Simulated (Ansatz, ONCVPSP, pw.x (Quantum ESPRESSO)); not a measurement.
Equation-of-state test of one ONCV potential (Sc (Z = 21))

- Element: Sc
- Generator: ONCVPSP 4.0.1
- Type: optimised norm-conserving Vanderbilt (ONCV)
- Functional: PBEsol
- Relativity: scalar-relativistic
- Frozen core: [Ar]
- Valence charge: 3
- Reference configuration: 3d1 4s2
- Partial waves: 4s: rc 3.10 bohr, ncon 4, nbas 8, qcut 2 1/bohr, 1 projector; p scattering state at 0.02 Ha: rc 2.40 bohr, ncon 4, nbas 9, qcut 3.5 1/bohr, 2 projectors, debl 1.7 Ha; 3d: rc 2.40 bohr, ncon 5, nbas 10, qcut 5.6 1/bohr, 2 projectors, debl 1.3 Ha
- Local potential: polynomial inside 1.55 bohr (lpopt 5, dvloc0 -1 Ha)
- Core correction: Teter function fitted to the true core (icmod 2), fcfact 0.6

Atomic tests: cutoffs needed: 14 Ha and 31 Ha (the cutoffs (Ha) at which the residual kinetic energy of the hardest occupied pseudo-wave falls to 1 and 0.1 mHa per electron) The cutoffs count occupied waves only; projector 2 of the p channel, the hardest unoccupied one, needs 53 Ha at the loose tolerance.; ghost test: ghosts flagged at negative energy: s at -56.1 eV, p at -20.2 eV; no localised positive-energy state flagged; a true bound ghost makes a file unfit for plane-wave use; largest excitation error: +29 meV (all-electron minus pseudo) for 3d0 4s2, out of 4 test configurations.

Crystal test: fcc Sc in pw.x 7.5, no spin, 12³ k-points, Fermi–Dirac smearing 0.01 Ry, cutoffs 75/300 Ry. The lattice is a test structure that the element need not adopt, and mesh and smearing are coarse.

pw.x input:

```
&control
  calculation='scf', prefix='x', pseudo_dir='./', outdir='./tmp', tstress=.true., disk_io='none'
/
&system
  ibrav=0, nat=1, ntyp=1, ecutwfc=75, ecutrho=300, nbnd=8,
  occupations='smearing', smearing='fd', degauss=0.01
/
&electrons
  conv_thr=1e-09, mixing_beta=0.4, electron_maxstep=70
/
ATOMIC_SPECIES
Sc 1.0 Sc.UPF
CELL_PARAMETERS angstrom
  0.00000000 2.28247551 2.28247551
  2.28247551 0.00000000 2.28247551
  2.28247551 2.28247551 0.00000000
ATOMIC_POSITIONS crystal
Sc 0.0000 0.0000 0.0000
K_POINTS automatic
12 12 12 0 0 0
```

```bash
pw.x < Sc.scf.in > Sc.scf.out
```

**Question.** How does the run end?

**Answer.** It converges; the pressure is 14.60 GPa against 0.02 GPa from all-electron LAPW. This is a poor potential for the solid. Note: ghosts flagged at negative energy: s at -56.1 eV, p at -20.2 eV; no localised positive-energy state flagged. A true bound ghost makes a file unfit for plane-wave use. The log shows:

```
     total energy              =     -11.12558877 Ry
     estimated scf accuracy    <       5.21045166 Ry
     iteration #  2     ecut=    75.00 Ry     beta= 0.40
     total energy              =     -10.64900727 Ry
     estimated scf accuracy    <       0.97357242 Ry
     iteration #  3     ecut=    75.00 Ry     beta= 0.40
     total energy              =     -10.78401160 Ry
     estimated scf accuracy    <       0.02237688 Ry
     iteration #  4     ecut=    75.00 Ry     beta= 0.40
     total energy              =     -10.78676112 Ry
     estimated scf accuracy    <       0.00193200 Ry
     iteration #  5     ecut=    75.00 Ry     beta= 0.40
     c_bands:  4 eigenvalues not converged
     total energy              =     -10.78705760 Ry
     estimated scf accuracy    <       0.00000852 Ry
     iteration #  6     ecut=    75.00 Ry     beta= 0.40
     c_bands:  3 eigenvalues not converged
     total energy              =     -10.78706292 Ry
     estimated scf accuracy    <       0.00000823 Ry
     iteration #  7     ecut=    75.00 Ry     beta= 0.40
     total energy              =     -10.78706344 Ry
     estimated scf accuracy    <       0.00000010 Ry
     iteration #  8     ecut=    75.00 Ry     beta= 0.40
     total energy              =     -10.78706346 Ry
     estimated scf accuracy    <          3.8E-09 Ry
     iteration #  9     ecut=    75.00 Ry     beta= 0.40
     the Fermi energy is     2.5577 ev
!    total energy              =     -10.78706346 Ry
     estimated scf accuracy    <          4.4E-11 Ry
     smearing contrib. (-TS)   =      -0.00351706 Ry
     The total energy is F=E-TS. E is the sum of the following terms:
     one-electron contribution =      -3.47128626 Ry
     hartree contribution      =       3.15718342 Ry
     xc contribution           =      -5.68607555 Ry
     ewald contribution        =      -4.78336802 Ry
     convergence has been achieved in   9 iterations
          total   stress  (Ry/bohr**3)                   (kbar)     P=      146.02
     Message from routine punch:
     Nothing written, as per user request (disk_io='none')
```
